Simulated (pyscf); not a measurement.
A first-order saddle from PySCF, ωB97X-D3(BJ)/def2-SVP:

```xyz
9

O     -0.4629    -1.6949    -0.2085
Al    -0.9347    -0.1132     0.2501
H     -0.7376    -2.5168     0.2004
H     -2.2666     0.4724    -0.8702
H     -1.3319     0.3040     1.7239
N     -0.0647     1.1740    -0.8384
H     -1.4330     0.9886    -1.1080
H      0.5445     0.8551    -1.5912
H      0.2578     2.0782    -0.4983
```

Surface: singlet, charge 0. Lowest wavenumbers (cm⁻¹): 1298i, 181, 251, 283, 482.

Which two sides does it connect, and which bonds change?

HO–AlH₂ + ammonia (NH₃) ⇌ H₂N–AlH–OH + hydrogen (H₂), a four-centre exchange read from left to right: Al–H, H–N broken and Al–N, H–H formed. At ωB97M-D3(BJ)/def2-TZVP it lies +0.15 eV from the left side and +0.91 eV from the right (each side as separated species at their lowest minima found). On the reactant side the descent ends in an adduct with a Al–N contact, 1.30 eV under the separated species and 1.39 eV under the saddle at ωB97X-D3(BJ)/def2-TZVP. What is counted as formed (Al–N) is already present as a longer contact in the reactant adduct; forming that adduct is a step of its own. At the saddle there is also a short Al–H contact that neither side keeps. One saddle was located; it need not be the lowest between these sides.
